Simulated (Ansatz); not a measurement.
Cost and result for the atomization energy of `CN1COC1F` (12 atoms, 12 bonds).

Cartesian coordinates in Å:
```
C -0.1450 -1.4083 -0.3042
N 0.4690 -0.1083 -0.2212
C 0.5755 0.5924 1.0486
O 0.1280 1.8010 0.4195
C -0.1988 1.0614 -0.7119
F -1.5643 0.9136 -0.8373
H -1.1294 -1.4587 0.1792
H 0.5148 -2.1429 0.1614
H -0.2608 -1.6875 -1.3527
H 1.5898 0.6898 1.4447
H -0.1177 0.2505 1.8307
H 0.1389 1.4970 -1.6568
```

Charge 0, multiplicity 1. The structure was optimised at the PBE0-D4/def2-TZVP level. Program: Ansatz. All runs use 4 threads of an Intel Xeon Platinum 8488C on a shared host. Times are those of one run each, without the atoms' runs, and a repeat can differ threefold. Electronic energies, without spin–orbit coupling; frozen cores. CCSD(T)/CBS adds CCSD(T) − MP2 in def2-TZVPP to the MP2 limit, and its time is that of the two runs behind it. T1 = 0.012. B3LYP takes the VWN-RPA correlation (the form of Gaussian; ORCA's B3LYP/G).

CCSD(T)/CBS is a level of theory with its own doubt, some kJ/mol a heavy atom from the limit and from the frozen cores, so smaller differences don't rank the functionals.

```tsv
level	functions	wall time	atomization (kJ/mol)	difference from CCSD(T)/CBS	per bond
PBE-D4/def2-TZVPP (with forces)	270	1.9 s	4903.7	181.2	15.1
PBE0-D4/def2-TZVPP	270	2.4 s	4770.9	48.4	4.0
r2SCAN-D4/def2-TZVPP (with forces)	270	3.2 s	4737.9	15.4	1.3
B3LYP-D4/def2-TZVPP (with forces)	270	3.6 s	4727.1	4.6	0.4
B2PLYP/def2-TZVPP	270	4.5 s	4678.0	-44.5	-3.7
ωB97X-V/def2-TZVPP	270	5.5 s	4756.7	34.2	2.9
ωB97M-V/def2-TZVPP (with forces)	270	7.5 s	4753.6	31.1	2.6
MP2/def2-QZVPP	522	25 s	4781.8	59.3	4.9
CCSD(T)/def2-TZVPP	270	2.8 min	4591.6	-130.9	-10.9
CCSD(T)/CBS(def2)	–	3.2 min	4722.5	0.0	0.0
```

In def2-TZVPP, CCSD(T) changes the Hartree–Fock value by +1340.0 kJ/mol (the triples alone add +86.2 kJ/mol) and MP2 by +1453.0 kJ/mol; breaking electron pairs costs correlation energy, which Hartree–Fock lacks. From PBE to PBE0 (25 % exact exchange), in def2-TZVPP and without D4, the atomization energy moves by −129.1 kJ/mol: exact exchange takes away binding that semilocal exchange gives to molecules. The D4 term adds +34.5 kJ/mol with B3LYP and +18.0 kJ/mol with PBE0; it sums over pairs of atoms, weighted by their polarisabilities, and B3LYP, whose exchange is more repulsive, gets the larger term.
